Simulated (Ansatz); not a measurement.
`O/C=C\F` + H₂ → `C=CF` + H₂O at 700 K and 1 bar (hydrogenolysis of a C–O bond).

Computed with Ansatz on PBE0-D4/def2-TZVP structures; ΔE is electronic, products minus reactants. CCSD(T)/CBS is the MP2 limit (def2-TZVPP, def2-QZVPP) plus CCSD(T) − MP2 in def2-TZVPP, frozen cores. This one scheme is used for every species. One conformer a species, not always the lowest.

| species | CCSD(T)/CBS energy (Eh) | H − E (kJ/mol) | S (J/(mol·K)) |
| --- | --- | --- | --- |
| `O/C=C\F` | -252.83247 | 179.5 | 349.6 |
| H₂ | -1.17544 | 46.8 | 155.3 |
| `C=CF` | -177.66469 | 155.1 | 309.1 |
| H₂O | -76.37941 | 80.5 | 218.4 |

H − E and S are ideal-gas, rigid-rotor, harmonic terms from PBE0-D4/def2-TZVP, for one conformer and one mirror image of each species. The MP2-based limit puts H₂ 0.8 mEh under its directly extrapolated value; such offsets cancel only in part. 1 Eh = 2625.50 kJ/mol, R = 8.31446 J/(mol·K).

**Question.** By hand: ΔE, ΔH, ΔS and ΔG.

**Answer.** ΔE = (-177.66469) + (-76.37941) − (-252.83247) − (-1.17544) = -0.03619 Eh = -95.0 kJ/mol. Δ(H − E) = 155.1 + 80.5 − 179.5 − 46.8 = 9.3, so ΔH = -85.7 kJ/mol. ΔS = 309.1 + 218.4 − 349.6 − 155.3 = 22.6 J/(mol·K). ΔG = -85.7 − 700 × (22.6)/1000 = -101.5 kJ/mol.

**Question.** By hand: the equilibrium constant, and the temperature at which ΔG would vanish if ΔH and ΔS stayed fixed.

**Answer.** log₁₀ K = −ΔG/(RT ln 10) = 7.6. ΔH and −TΔS have one sign here, so there is no such temperature.

ΔH outweighs TΔS. A doubt of 5 kJ/mol in ΔE shifts log₁₀ K by 0.4 here. Other conformers and mirror images would add mixing entropy, several J/(mol·K) or more a flexible species. These are equilibria of isolated gas molecules and say nothing of rates. Largest T1 diagnostic: 0.013 (customary marks: 0.02 for closed shells, 0.045 for open ones).
